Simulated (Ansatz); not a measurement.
The input, for Ansatz 0.2.0:

```yaml
crystal:
  periodic: [false, false, false]
  atoms:
    - {symbol: Hf, position_ang: [0.000000, -0.111469, 1.647238]}
    - {symbol: N, position_ang: [0.000000, -0.201315, -0.385063]}
    - {symbol: H, position_ang: [0.000000, 0.312783, -1.262174]}
basis:
  gaussian: {orbitals: def2-TZVPP}
total_charge: 1
magnetization: {spin_polarized: true, initial_magnetization: 5}
hamiltonian: {xc: {name: B3LYP}}
```

```sh
$ ansatz run in.yaml --threads 2 --pin off --events-out ev --progress --plain --max-ram 23808MiB --backend cuda --devices 0, --max-vram 18GiB
```

(1) Roughly how long does this take on 2 threads of AMD EPYC 7R13 with a shared H100 80 GB, shared host, and how much host memory?

```
587 factors; their error is unknown
mean field evaluation 1: about -2791.9300 eV, gradient 3.9e1 eV
mean field evaluation 2: about -2787.7703 eV, gradient 4.7e1 eV
mean field evaluation 4: about -2798.5075 eV, gradient 1.3e0 eV
mean field evaluation 8: about -2798.4965 eV, gradient 6.1e-1 eV
mean field evaluation 16: about -2799.1935 eV, gradient 7.7e-4 eV
mean field evaluation 32: about -2799.0779 eV, gradient 2.3e0 eV
mean field -2799.19352712 eV, -102.8684647603 hartree, gradient 9.5e-6 eV, S^2 8.755764; 4 other end points of the search recorded, 0 dependent functions left out
reference -2799.19372821 eV, -102.8684721500 hartree; 12, 7 occupied and 89, 94 virtual orbitals, 587 factors
Total energy: -2799.19372821 eV, -102.8684721500 hartree
```

Answers

(1) 5.5 s wall and 0.81 GiB.
